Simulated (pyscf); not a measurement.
Optimised with ωB97X-D3(BJ)/def2-SVP in PySCF.

Task: For the elementary gas-phase step `[SbH2][S][SbH2]` + `[H][H]` → `[SbH3]` + `[SH][SbH2]` (singlet surface; S–Sb, H–H broken, H–Sb, H–S formed), what barrier and reaction energy does ωB97M-D3(BJ)/def2-TZVP give, measured from the separated reactants?

Result: ΔE‡ = 52.3 kcal/mol, ΔE = +4.6 kcal/mol. Zero-point energy shifts the barrier by +1.1 kcal/mol. It is a four-centre exchange, with an imaginary mode of 1774i cm⁻¹. On the product side the descent ends in a complex, 5.1 kcal/mol under the separated species and 47.7 kcal/mol under the saddle at ωB97X-D3(BJ)/def2-TZVP. At ωB97X-D3(BJ)/def2-TZVP the barrier from the zero used here is 54.3 kcal/mol. This is the saddle that the search found; another between the same sides may lie lower. Elements past Kr carry the def2 core potentials, without spin-orbit coupling.
